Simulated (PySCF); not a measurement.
C3H3F2N.
Cartesian coordinates in Å at the PBE0-D3(BJ)/def2-SVP level; atoms count from 1:
```xyz
9
C3H3F2N angstrom
F      1.927    0.094    0.851
C      1.258   -0.416   -0.198
F      1.169   -1.750   -0.042
C     -0.112    0.165   -0.237
N     -0.824    0.859   -0.995
C     -1.417    0.406    0.333
H      1.810   -0.193   -1.127
H     -2.196   -0.364    0.283
H     -1.557    1.180    1.096
```

Computed with MP2 and CCSD/aug-cc-pVDZ in PySCF, restricted Hartree–Fock reference, 6 core orbitals frozen, non-relativistic, gas phase, PBE0-D3(BJ)/def2-SVP geometry.

E(HF) = -368.63620 Eh.

Q: How large is the problem?

A: 165 basis functions and 46 electrons; 6 orbitals frozen, which leaves o = 17 correlated occupied and v = 142 virtual orbitals. That is o·v = 2414 singles and o·v(o·v + 1)/2 = 2914905 distinct closed-shell doubles amplitudes before symmetry; the costliest CCSD step grows as o²v⁴ = 1.2 × 10^11.

Q: What are the MP2 and CCSD correlation energies?

A: MP2 -0.9776 Eh and CCSD -1.0044 Eh, which gives totals of -369.61383 and -369.64058 Eh. That is 0.804 eV for each correlated electron at CCSD (2637 kJ/mol in all, 0.272 % of the total energy); MP2 gives 97.3 % of the CCSD value.

Q: What is the T1 diagnostic?

A: 0.0132, below the customary warning level of 0.02. It is the norm of the spatial-orbital singles amplitudes over the root of the number of correlated electrons, so the norm is 0.077.

Q: How does correlation change the dipole moment?

A: HF gives 0.30 D and CCSD (unrelaxed density) 0.27 D, a change of -0.03 D.

Connected triples and the basis-set limit are missing.

The job also held the EOM ionisation roots. Time: 12 min wall; peak memory 2.9 GiB. Hardware: one thread of an Arm Neoverse V1, shared host with 32 logical CPUs at a one-minute load of 25.

One conformer stands for the species.
